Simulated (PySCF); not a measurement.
A PySCF script (with the pyscf-properties extension) for the NMR shieldings of Cyclopropanol (SMILES OC1CC1), on a GFN2-xTB geometry:

```python
import basis_set_exchange as bse
import numpy as np
from pyscf import gto, dft
from pyscf.prop import nmr

atoms = """
O     1.784471   -0.239511    0.065229
C     0.485052   -0.155231    0.549457
C    -0.498612    0.833726    0.003783
C    -0.686743   -0.641325   -0.247077
H     1.774495   -0.074248   -0.884290
H     0.500721   -0.338728    1.615588
H    -0.192702    1.449015   -0.829817
H    -1.165929    1.332863    0.688219
H    -0.507166   -1.006383   -1.248116
H    -1.484703   -1.155524    0.264497
"""
names = dict.fromkeys(["O", "C", "H"], "pcSseg-1")
basis = {el: gto.basis.parse(bse.get_basis(n, elements=[el], fmt="nwchem")) for el, n in names.items()}
mol = gto.M(atom=atoms, basis=basis, charge=0, verbose=0)
mf = dft.RKS(mol, xc="PBE0")
mf.grids.level = 2
mf.grids.alignment = dft.numint.BLKSIZE   # the property module wants whole blocks of grid points
mf.conv_tol = 1e-9
mf.kernel()

calc = nmr.RKS(mf)   # GIAO
C = mf.mo_coeff
Co = C[:, mf.mo_occ > 0]
resp = mf.gen_response(singlet=True, hermi=2)
def vind(x):   # induced exchange potential for any number of trial vectors
    d = np.einsum("pi,xij,qj->xpq", C, 2 * x.reshape(-1, C.shape[1], Co.shape[1]), Co, optimize=True)
    return np.einsum("xpq,pi,qj->xij", resp(d - d.transpose(0, 2, 1)), C, Co, optimize=True).ravel()
mo1, _ = nmr.rhf.solve_mo1(calc, with_cphf=vind)
sigma = calc.kernel(mo1)
for i, s in enumerate(sigma):   # ppm
    print("%2d %-2s %9.2f" % (i, mol.atom_pure_symbol(i), np.trace(s) / 3))
```

**Question.** Give the expected output.

**Answer.** 
```
 0 O     291.42
 1 C     136.04
 2 C     178.79
 3 C     178.81
 4 H      32.63
 5 H      28.34
 6 H      31.57
 7 H      31.23
 8 H      31.56
 9 H      31.23
```

These numbers come from an equivalent density-fitted implementation of the same equations, which agrees with the script to about 0.01 ppm for H and up to a few tenths of a ppm for heavy atoms, so last digits may differ.

**Question.** Turn these shieldings into chemical shifts. Chemical shifts δ = σref − σ; 17O (336.08 ppm) vs H2O; 13C (186.93 ppm) and 1H (31.72 ppm) vs TMS, all at this level.

**Answer.** Averaging equivalent atoms: O 0: 44.7; C 1: 50.9; C 2/3: 8.1; H 5: 3.37; H 7/9: 0.49; H 6/8: 0.15; H 4: -0.91 ppm. Experimental scales use liquid or dissolved standards, which lie at an offset from isolated H2O (liquid H2O: subtract about 36 ppm).

Size and cost of the density-fitted run: 98 basis functions, about 6 core-seconds.
